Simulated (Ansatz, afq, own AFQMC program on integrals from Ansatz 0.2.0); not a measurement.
# CH4Br, doublet: AFQMC among the cluster methods

```xyz
6

C    -2.5149    0.0000    0.0000
H    -2.8781    1.0273    0.0000
H    -2.8781   -0.5137    0.8897
H    -2.8781   -0.5137   -0.8897
H    -1.1979    0.0000    0.0000
Br    0.5021    0.0000    0.0000
```

Connectivity, by distances: CH3 ··· Br, 1 bridging H.

Basis cc-pVTZ. Only valence electrons are correlated. AFQMC by an in-house program on the Cholesky factors that Ansatz 0.2.0 writes for its CCSD(T) run. The CISD trial takes its coefficients from CCSD amplitudes. Released means that phaseless walkers are propagated on without the constraint, phases kept. Error bars are statistical, one sigma. No spin–orbit coupling.

Determinant: UHF, the one that the program's search chose, which needn't be the lowest solution. The geometry is a point of a scan.

No full CI on the walks' own integrals is used here. The released AFQMC energy serves as the reference, which it does only where one determinant dominates, the energy is flat over the last release times and near the phaseless one (40 meV or 2 meV an electron, half that with transition metals). On small molecules, where full CI could be run and the noise was under 10 meV, such values lay within 10 meV of it in 19 cases of 20, a flattering rate, since the rule was set on those same cases; what remains of the bias isn't in the error bar.

Cautions: no relativity below Rb; no spin-orbit coupling; inner d shell frozen; the released value is read at 0.99 1/Eh, later times being too noisy (meV from the phaseless value at times in 1/Eh: -15 ± 10 at 0.24, -13 ± 8 at 0.51, -8 ± 8 at 0.99, -6 ± 11 at 1.50).

- T1 diagnostic: 0.0129
- weight of the determinant in the CISD state: 0.858
- ⟨S²⟩ of the determinant: 0.793
- size of the correlated space: 15 electrons in 114 orbitals

Reference: AFQMC with the constraint released, correlation energy -10.915 ± 0.008 eV.

```tsv
level	E − E(reference) (kJ/mol)	share of correlation (%)
HF	1053.2 ± 0.7	0.00
MP2	140.9 ± 0.7	86.62
CCSD	39.5 ± 0.7	96.25
CCSD(T)	3.8 ± 0.7	99.64
ph-AFQMC/CISD	0.8 ± 0.9	99.93
```

A walk keeps the symmetry of its determinant, which the program's search chose and which needn't be the lowest solution, so a lower state of the same spin and another symmetry isn't excluded. Released energies are given only where the last usable release times agree within the noise; a slower fall can still hide under it.
